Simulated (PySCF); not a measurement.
Cartesian coordinates (Å):
SMILES: [SH]
```xyz
2

S      0.6728     0.0000     0.0000
H     -0.6728     0.0000     0.0000
```
Charge 0, spin multiplicity 2.

Problem. What is the computed highest occupied spin orbital, dipole moment and total energy (PBE0-D4/def2-TZVP run with PySCF)?

Solution. 
```yaml
highest_occupied_spin_orbital: -7.41 eV
dipole_moment: 0.90 D
total_energy: -398.6124 Ha
```
